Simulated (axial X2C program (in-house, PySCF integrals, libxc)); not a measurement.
# BH: properties at the nuclei

Aim: properties at the nuclei of BH, with spin–orbit coupling in the Hamiltonian from the start.

Method: two-component X2C with atomic mean-field terms, B dyall-v3z, H dyall-v3z; program: an in-house X2C program for linear molecules on PySCF integrals.

All values are calculated.

## (1) Set-up

Input file task.json:

```json
{"zs": [5, 1], "q": 0, "bas": ["dyall-v3z", "dyall-v3z"], "r0": 1.17, "levels": ["PBE0", "HF", "PBE", "PBE50", "r2SCAN"], "nst": 3}
```

Keys: zs atomic numbers; q charge; bas basis sets; r0 starting distance in Å; levels methods (HF also brings MP2); nst determinants followed.

Started as:

```sh
python soeom.py task.json out
```

After this run come: Expectation values, lowest determinant; Expectation values, a higher determinant; Expectation values, a higher determinant.

Q: Predict the outcome of this session. Wanted: lowest determinant; qzz B; qzz H; μ; higher determinant; Eeff magnitude; Ws magnitude B; A∥/gI B (for each run or level that gives them).

**Answer**, as computed:

| quantity | value |
| --- | --- |
| lowest determinant | Ω = 0 (closed shell) |
| qzz B (a.u.), PBE0 | -0.79 |
| qzz H (a.u.), PBE0 | 0.15 |
| μ (D), PBE0 | 1.56 |
| higher determinant | Ω = 2 (excess of +ω over −ω: ω = 1/2, ω = 3/2) |
| Eeff magnitude (GV/cm), PBE0, higher determinant | 0.009 |
| Ws magnitude B (kHz), PBE0, higher determinant | 0.00179 |
| A∥/gI B (MHz), PBE0, higher determinant | 161 |
| qzz B (a.u.), PBE0, higher determinant | -0.22 |
| higher determinant | Ω = 1 (excess of +ω over −ω: 2 × ω = 1/2) |
| Eeff magnitude (GV/cm), PBE0, higher determinant | 0.00958 |
| Ws magnitude B (kHz), PBE0, higher determinant | 0.00375 |
| A∥/gI B (MHz), PBE0, higher determinant | 293 |
| qzz B (a.u.), PBE0, higher determinant | -0.20 |

**Reading.** The expectation values come from single determinants, which for open shells can mix terms of unlike spin or miss the lowest Ω, so a determinant need not be a state. Eeff is the effective electric field on the electron dipole moment in this Ω state and Ws the scalar–pseudoscalar constant (defined with the proton number Z and per Ω); A∥ is the parallel hyperfine constant, which follows by multiplying with the nuclear g factor gI = μI/(I μN); qzz is the electric field gradient, eQq0 = 234.96 MHz × Q/barn × qzz; μ is positive if H is the positive end. The operators were transformed with the bare-nucleus X2C matrices.
